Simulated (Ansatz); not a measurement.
# [BMeH3]- (CH₆B−): the relaxed shape and its frontier levels

What does [BMeH3]- (CH₆B−) look like as a singlet, and where do its frontier electrons sit?

Program: Ansatz 0.2.0, Gaussian basis. Level of theory: RKS PBE0-D4/def2-TZVPD. These are calculated values, not measurements.

The runs, in order: relaxation at PBE-D4/def2-TZVPD; a single point at PBE0-D4/def2-TZVPD; harmonic vibrations at PBE-D4/def2-TZVPD.

**1. Where the work starts**

8 atoms, charge -1, spin multiplicity 1.

Atoms are counted from 1 here; the program's logs count them from 0.

Bond lengths: B1–C2 1.649 Å, B1–H6 1.231 Å, B1–H7 1.231 Å, B1–H8 1.232 Å, C2–H3 1.096 Å, C2–H4 1.096 Å, C2–H5 1.096 Å. Angles: C2–B1–H6 110.2°, C2–B1–H7 110.2°, C2–B1–H8 110.2°, H6–B1–H7 108.7°, H6–B1–H8 108.7°, H7–B1–H8 108.7°, B1–C2–H3 112.2°, B1–C2–H4 112.2°, B1–C2–H5 112.2°, H3–C2–H4 106.6°, H3–C2–H5 106.6°, H4–C2–H5 106.6°.

Coordinates:

```xyz
8
charge -1, multiplicity 1
B    -0.0021    0.0030   -0.8203
C     0.0022   -0.0029    0.8288
H    -1.0102    0.0419    1.2453
H     0.5502    0.8499    1.2449
H     0.4697   -0.9054    1.2389
H     1.1515   -0.0352   -1.2491
H    -0.5462    1.0242   -1.2403
H    -0.6150   -0.9757   -1.2483
```

The ion is computed in the gas phase, without counter-ions or solvent.

The start is a GFN2-xTB geometry.

**2. Optimising with PBE-D4/def2-TZVPD**

in.yaml reads:

```yaml
crystal:
  periodic: [false, false, false]
  atoms:
    - {symbol: B, position_ang: [-0.002120, 0.003030, -0.820260]}
    - {symbol: C, position_ang: [0.002160, -0.002850, 0.828840]}
    - {symbol: H, position_ang: [-1.010180, 0.041900, 1.245300]}
    - {symbol: H, position_ang: [0.550190, 0.849940, 1.244930]}
    - {symbol: H, position_ang: [0.469650, -0.905360, 1.238890]}
    - {symbol: H, position_ang: [1.151450, -0.035240, -1.249110]}
    - {symbol: H, position_ang: [-0.546150, 1.024230, -1.240270]}
    - {symbol: H, position_ang: [-0.615010, -0.975650, -1.248310]}
basis:
  gaussian: {orbitals: def2-TZVPD}
total_charge: -1
hamiltonian: {xc: pbe, dispersion: d4}
scf: {lower_state_search: "off"}
output: {orbitals: {seedname: orbitals}}
relax: {f_tol: 0.02, max_steps: 100}
```

Started as:

```bash
> ansatz run in.yaml --threads 2 --pin off --events-out ev --progress --plain --max-ram 4352MiB
```

After this run come: Single point, PBE0-D4/def2-TZVPD; Harmonic vibrations.

Before running them: what should the planned runs give, taken together? Wanted: point group; commonest bond, hydrogen aside; HOMO, LUMO at PBE0-D4/def2-TZVPD; lowest, highest wavenumber.

**Answer**, as computed:

| quantity | value |
| --- | --- |
| point group | C3v |
| commonest bond, hydrogen aside | B–C, 1 of mean length 1.651 Å |
| HOMO, LUMO at PBE0-D4/def2-TZVPD | -1.78, 4.05 eV |
| lowest, highest wavenumber | 271, 2920 cm⁻¹ |

**Reading.** The molecule keeps its bonding pattern by the stored test; the atoms moved 0.02 Å (rms). All wavenumbers are real: a minimum at this level. The HOMO lies nearest to H7 41 %; H8 31 % and the LUMO to 4 H atoms about 17 % each; H3, H5 about 14 % each.
